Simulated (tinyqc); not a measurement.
Inside a calculation. Method: coupled-perturbed Hartree-Fock on RHF in the sto-6g basis, for CH3-, spin multiplicity 1. The basis has no diffuse functions, so it cannot describe the extra electron: this is an exercise in the method, not the real anion. One step of it, computed by the program tinyqc.

Task: Iteration 8 (converged): orbitals. Diagonalise F' = X^T F X, C = X C', fill 5 alpha and 5 beta electrons from the bottom; D = 2 C_occ C_occ^T. Each column has its largest component positive (the first on a tie).

converged F (hartree), lower triangle:
```
             1C 1s      1C 2s     1C 2px     1C 2py    1C 2pz      2H 1s      3H 1s      4H 1s
1C 1s   -10.547116
1C 2s    -2.724952  -0.893733
1C 2px    0.000003   0.000172   0.308212
1C 2py    0.000000   0.000000   0.000000   0.308093
1C 2pz    0.001474   0.002281  -0.000006   0.000000  0.216451
2H 1s    -0.591119  -0.440927  -0.226118   0.000000  0.005080  -0.051250
3H 1s    -0.591864  -0.441258   0.113129  -0.195852  0.005083  -0.119620  -0.051573
4H 1s    -0.591864  -0.441258   0.113129   0.195852  0.005083  -0.119620  -0.119795  -0.051573
```

X, lower triangle:
```
            1C 1s      1C 2s     1C 2px     1C 2py    1C 2pz      2H 1s      3H 1s     4H 1s
1C 1s    1.026397
1C 2s   -0.154876   1.329981
1C 2px   0.000014  -0.000221   1.153963
1C 2py   0.000000   0.000000   0.000000   1.154010
1C 2pz   0.000418  -0.004516   0.000004   0.000000  1.000066
2H 1s    0.021688  -0.287561  -0.300539   0.000000  0.004247   1.205129
3H 1s    0.021697  -0.287909   0.150469  -0.260461  0.004254  -0.025638   1.205471
4H 1s    0.021697  -0.287909   0.150469   0.260461  0.004254  -0.025638  -0.025638  1.205471
```

Give: F' = X^T F X; orbital energies; coefficients C; D after iteration 8.

Result:

F' = X^T F X (hartree), lower triangle:
```
          1        2        3        4       5        6        7       8
1  -10.3369
2   -1.4859   0.0714
3    0.0000  -0.0001   0.6551
4    0.0000   0.0000   0.0000   0.6550
5    0.0024  -0.0067   0.0000   0.0000  0.2166
6   -0.0822  -0.3957  -0.4840   0.0000  0.0075   0.3535
7   -0.0825  -0.3960   0.2422  -0.4193  0.0075  -0.0427   0.3537
8   -0.0825  -0.3960   0.2422   0.4193  0.0075  -0.0427  -0.0427  0.3537
```

orbital energies (hartree): MO1 -10.5501, MO2 -0.3829, MO3 -0.0812, MO4 -0.0812, MO5 0.2164, MO6 0.9358, MO7 1.1325, MO8 1.1326

coefficients C:
```
            MO1      MO2      MO3      MO4      MO5      MO6      MO7      MO8
1C 1s    0.9952  -0.1983   0.0000  -0.0001  -0.0052  -0.2215   0.0004   0.0000
1C 2s    0.0218   0.5906   0.0000   0.0003   0.0253   1.3005  -0.0027   0.0000
1C 2px   0.0000  -0.0002   0.0000   0.4369   0.0000   0.0017   1.1297   0.0000
1C 2py   0.0000   0.0000   0.4370   0.0000   0.0000   0.0000   0.0000   1.1298
1C 2pz  -0.0002  -0.0052   0.0000   0.0000   0.9997  -0.0280   0.0001   0.0000
2H 1s   -0.0042   0.2690   0.0000   0.5943  -0.0070  -0.6756  -0.8631   0.0000
3H 1s   -0.0042   0.2693   0.5146  -0.2970  -0.0070  -0.6737   0.4336  -0.7489
4H 1s   -0.0042   0.2693  -0.5146  -0.2970  -0.0070  -0.6737   0.4336   0.7489
```

D after iteration 8, lower triangle:
```
          1C 1s   1C 2s   1C 2px   1C 2py   1C 2pz    2H 1s    3H 1s   4H 1s
1C 1s    2.0596
1C 2s   -0.1911  0.6998
1C 2px   0.0000  0.0001   0.3818
1C 2py   0.0000  0.0000   0.0000   0.3820
1C 2pz  -0.0088  0.0444   0.0000   0.0000   1.9988
2H 1s   -0.1150  0.3176   0.5193   0.0000  -0.0169   0.8514
3H 1s   -0.1150  0.3174  -0.2596   0.4498  -0.0169  -0.2079   0.8512
4H 1s   -0.1150  0.3174  -0.2596  -0.4498  -0.0169  -0.2079  -0.2080  0.8512
```
